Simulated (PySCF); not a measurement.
Molecule: `InChI=1S/C3H3NS/c1-2-5-3-4/h2H,1H2`.

Mapped SMILES: `[CH2:1]=[CH:2][S:3][C:4]#[N:5]`; H(Xn) means a hydrogen on atom n. Ha(C1) is cis to S3; Hb(C1) is trans to S3.

Geometry PBE0-D3(BJ)/def2-SVP throughout; GIAO in PySCF 2.14, gas phase, one conformer, non-relativistic; equivalent atoms averaged; functional PBE0.

For orientation, pcSseg-0 gives these absolute shieldings σ: C2 51.8, C1 63.7, C4 64.6, S3 524.9, N5 -78.3, H(C2) 26.82, Hb(C1) 26.62, Ha(C1) 26.99 ppm.

A run gave: C2 42.2, C1 60.0, C4 66.1, S3 464.6, N5 -78.1, H(C2) 24.74, Hb(C1) 25.76, Ha(C1) 25.87 ppm (absolute shieldings σ).

Question: Which basis set was used in that run?
A. 6-31G*
B. pcSseg-2
C. def2-TZVP
D. cc-pVDZ
E. IGLO-III

Answer: E. C1 tells them apart best: IGLO-III gives 60.0, cc-pVDZ gives 81.1, 6-31G* gives 81.6, def2-TZVP gives 65.3, pcSseg-2 gives 58.0 ppm.
